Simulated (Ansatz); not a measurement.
Ansatz (a quantum-chemistry and plane-wave program) input (PBE/6-311+G**): The .json file is the Basis Set Exchange's 6-311+G**.

Ansatz 0.2 input:
```yaml
crystal:
  periodic: [false, false, false]
  atoms:
    - {symbol: N, position_ang: [-0.00830295, -0.00857741, 1.41153999]}
    - {symbol: C, position_ang: [0.00810884, 0.00837688, -1.37854107]}
    - {symbol: C, position_ang: [-0.00946765, 1.13487320, 0.72647824]}
    - {symbol: C, position_ang: [0.00100216, -1.14361852, 0.71269428]}
    - {symbol: C, position_ang: [0.00942122, -1.18916620, -0.67673701]}
    - {symbol: C, position_ang: [-0.00154475, 1.19730303, -0.66229982]}
    - {symbol: H, position_ang: [0.01447612, 0.01495463, -2.46100794]}
    - {symbol: H, position_ang: [-0.01710307, 2.04593336, 1.31559467]}
    - {symbol: H, position_ang: [0.00177208, -2.06177112, 1.29074470]}
    - {symbol: H, position_ang: [0.01679961, -2.14109152, -1.19083558]}
    - {symbol: H, position_ang: [-0.00294306, 2.15540611, -1.16484348]}
basis:
  gaussian:
    orbitals: 6-311+G__.json
hamiltonian:
  xc: {name: PBE}
output: {forces: true}
```

Problem. Predict the final energy.

Solution. -248.03059 Eh.
